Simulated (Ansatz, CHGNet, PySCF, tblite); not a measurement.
**Lattice constant a of zinc-blende BP: levels of theory against measurement**

Reference value: 4.525 Å (measured, static lattice: zero-point anharmonic expansion removed; as tabulated in Mejia-Rodriguez and Trickey (2018), arXiv:1807.09216).

```csv
level (code),value (Å),error (%)
IPEA1-xTB (tblite),4.524,-0.02
CHGNet-r²SCAN,4.532,+0.15
LDA (Ansatz),4.490,-0.77
BLYP (Ansatz),4.595,+1.55
PBE (Ansatz),4.548,+0.51
revPBE (Ansatz),4.568,+0.95
PBE-D3(BJ) (Ansatz),4.507,-0.40
PBE-D4 (Ansatz),4.504,-0.46
r²SCAN (Ansatz),4.537,+0.27
PBE0 (Ansatz),4.523,-0.04
Hartree–Fock (Ansatz),4.584,+1.30
MP2 (PySCF),4.499 ± 0.02,-0.57
```

Leaving aside IPEA1-xTB (doubt noted below): Once the reference is moved by up to 0.10 % (a margin picked here for doubts on the reference and the settings) and values within 0.10 % count as equal, the nearest can be PBE0 (-0.04 %) or CHGNet-r²SCAN (+0.15 %). Among them BLYP (+1.55 %) misses by most. Within 2 %: CHGNet-r²SCAN, LDA, BLYP, PBE, revPBE, PBE-D3(BJ), PBE-D4, r²SCAN, PBE0, Hartree–Fock, MP2.

A ± on a computed value is a rough bar: the spread of its extrapolation, a floor set from checks against published values, or a statistical error. IPEA1-xTB: this parameter set was refitted to ionisation energies, not structures. IPEA1-xTB: the run uses a supercell at the zone centre in place of a k mesh. Cutoffs and k meshes differ between the levels. Ansatz's density-functional and Hartree–Fock values are scalar-relativistic unless marked +SOC, with PAW data made under PBE.

Machine-learned potentials (CHGNet-r²SCAN) are trained on DFT data: a solid inside that data is no test of them.

Differences are worked out from the printed values.

Ansatz is a first-principles code.
